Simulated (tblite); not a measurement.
Species: C5H5O (doublet state).
SMILES with atom numbers: `[CH2:1]=[CH:2][CH2:3][C:4]=[C:5]=[O:6]` (hydrogens: H7, H8 on C1; H9 on C2; H10, H11 on C3)

The geometry is computed with GFN2-xTB (gas phase). This method treats the open shell by occupation alone, without spin polarisation.

Q: Give the optimised bond lengths and angles.

A: 
```json
{"bond": "C1=C2", "length (bohr)": "2.493"}
{"bond": "C2–C3", "length (bohr)": "2.840"}
{"bond": "C3–C4", "length (bohr)": "2.722"}
{"bond": "C4=C5", "length (bohr)": "2.372"}
{"bond": "C5=O6", "length (bohr)": "2.237"}
{"bond": "C1–H7", "length (bohr)": "2.034"}
{"bond": "C1–H8", "length (bohr)": "2.038"}
{"bond": "C2–H9", "length (bohr)": "2.044"}
{"bond": "C3–H10, C3–H11", "length (bohr)": "2.076"}
```

Bonds in one row agree within 0.02 bohr and their mean is given. A selection of angles:
```json
{"angle": "C2–C1–H7", "degrees": "122.0"}
{"angle": "C2–C1–H8", "degrees": "121.9"}
{"angle": "H7–C1–H8", "degrees": "116.1"}
{"angle": "C1–C2–C3", "degrees": "123.6"}
{"angle": "C1–C2–H9", "degrees": "121.1"}
{"angle": "C3–C2–H9", "degrees": "115.3"}
{"angle": "C2–C3–C4", "degrees": "113.9"}
{"angle": "C2–C3–H10", "degrees": "109.1"}
{"angle": "C2–C3–H11", "degrees": "110.7"}
{"angle": "C4–C3–H10", "degrees": "107.1"}
{"angle": "C4–C3–H11", "degrees": "109.6"}
{"angle": "H10–C3–H11", "degrees": "106.1"}
{"angle": "C3–C4–C5", "degrees": "157.6"}
{"angle": "C4–C5–O6", "degrees": "169.2"}
```

Dihedral angles: C1–C2–C3–C4 -130° (anticlinal); C2–C3–C4–C5 -10° (synperiplanar). The mirror-image conformer, all signs reversed, is as good.

C2 (carbon bonded to 2 C and H) is planar (angles 123.6°, 121.1° and 115.3°, sum 360.0°, 0.01 Å off the plane of its three neighbours). C1 (carbon bonded to C and 2 H) is planar (angles 122.0°, 121.9° and 116.1°, sum 360.0°, 0.00 Å off the plane of its three neighbours). Of the pairs four or more bonds apart, H8···H11 is among the closest relative to their van der Waals radii: 2.42 Å, 101 % of the sum of Bondi's values. C4 (carbon bonded to 2 C) is bent (angle 157.6°). The 4 C–C bonds span 1.255 Å (C4=C5, drawn double) to 1.503 Å (C2–C3, drawn single), a spread of 0.248 Å.

Point group: C1 (no symmetry element, even within 0.4 Å). Its GFN2-xTB frequencies are all real (lowest 50 cm⁻¹).
